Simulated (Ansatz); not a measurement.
Mulliken charges of `C=C1OC1=N` from r2SCAN/def2-TZVPP in Ansatz (PBE0-D4/def2-TZVP geometry).

```
atom   x (Å)   y (Å)   z (Å)  charge (e)
  C1   0.227   1.567   0.007      -0.197
  C2   0.315   0.260   0.035       0.058
  O3   1.314  -0.717   0.196      -0.244
  C4   0.006  -1.107   0.005       0.237
  N5  -0.571  -2.199  -0.069      -0.240
  H6  -0.736   2.034  -0.142       0.105
  H7   1.106   2.185   0.132       0.107
  H8  -1.569  -2.079  -0.220       0.175
```

Task: By hand: the dipole of these point charges (1 e Å = 4.8032 D).

Result: Σ q r = (-0.442, 0.230, -0.069) e Å, of length 0.503 e Å = 2.42 D.

Task: How does the dipole of the full density compare? (An estimate is asked.)

Result: The calculation gave: (-0.349, 0.492, -0.058) e Å, 2.91 D; the point charges give 0.83 times that, at 27° from its direction.

Point charges leave out the atoms' own dipoles, such as those of lone pairs, and Mulliken's split depends on the basis, so the two needn't agree.
